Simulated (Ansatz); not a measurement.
Other settings, tried on diborane mono F (B₂H₅F).

```yaml
crystal:
  periodic: [false, false, false]
  atoms:
    - {symbol: B, position_ang: [-0.129383, 0.845430, -0.217483]}
    - {symbol: F, position_ang: [-0.257679, 1.172365, -1.519515]}
    - {symbol: H, position_ang: [-0.190502, 1.700559, 0.622278]}
    - {symbol: H, position_ang: [0.992865, 0.088569, -0.001971]}
    - {symbol: B, position_ang: [0.130459, -0.849090, 0.231838]}
    - {symbol: H, position_ang: [0.186145, -1.671502, -0.635201]}
    - {symbol: H, position_ang: [0.240874, -1.107683, 1.394971]}
    - {symbol: H, position_ang: [-0.972768, -0.178648, 0.125082]}
basis:
  gaussian: {orbitals: aug-cc-pVDZ}
hamiltonian: {xc: {name: r2SCANh}, dispersion: d4}
scf: {omitted_lower_state_checks: [starts]}
```

```sh
$ ansatz run in.yaml --threads 4 --pin off --events-out ev --progress --plain --max-ram 3916MiB
```

Output, abridged:

```
Functional definition: r2SCANh
914 factors; their error is unknown
mean field evaluation 1: about -4146.7103 eV, gradient 3.4e1 eV
mean field evaluation 2: about -4147.4728 eV, gradient 3.2e1 eV
mean field evaluation 4: about -4149.7714 eV, gradient 1.1e0 eV
mean field evaluation 8: about -4149.7616 eV, gradient 1.8e-1 eV
mean field -4149.76171072 eV, -152.5009300595 hartree, gradient 1.2e-5 eV, S^2 0.000000; 0 other end points of the search recorded, 0 dependent functions left out
reference -4149.76173047 eV, -152.5009307851 hartree; 12, 12 occupied and 102, 102 virtual orbitals, 914 factors
Total energy: -4149.78207461 eV, -152.5016784187 hartree
Checks for a lower state left out: starts
```

Hardware: 4 threads of Arm Neoverse V2 on a shared host. Wall time 1.3 s.
